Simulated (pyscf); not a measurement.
Thermochemistry of product channels of Cl–GeH(Cl)–Cl + NH₃ on the singlet surface, in kJ/mol, from ωB97M-D3(BJ)/def2-TZVP energies (ideal gas, 1 atm, RRHO with modes under 100 cm⁻¹ raised to 100, one conformer, R ln 2 for chiral ones without a mode under 150 cm⁻¹). PySCF, gas phase, ωB97X-D3(BJ)/def2-SVP geometries.

```tsv
products	ΔE	ΔH(298 K)	ΔG(298 K)	ΔG(900 K)
H₂N–Ge(Cl)(Cl)–Cl + H₂	___	-10.8	-6.2	___
HCl + H₂N–GeH(Cl)–Cl	+50.8	+43.0	+40.5	+32.0
```

Question: Some entries are withheld; supply them.

Answer: 
- H₂N–Ge(Cl)(Cl)–Cl + H₂, ΔE: +3.1
- H₂N–Ge(Cl)(Cl)–Cl + H₂, ΔG(900 K): -4.8

These are energies of the channels, which say nothing of barriers. Elements up to Kr have no core potential and no relativistic terms here.
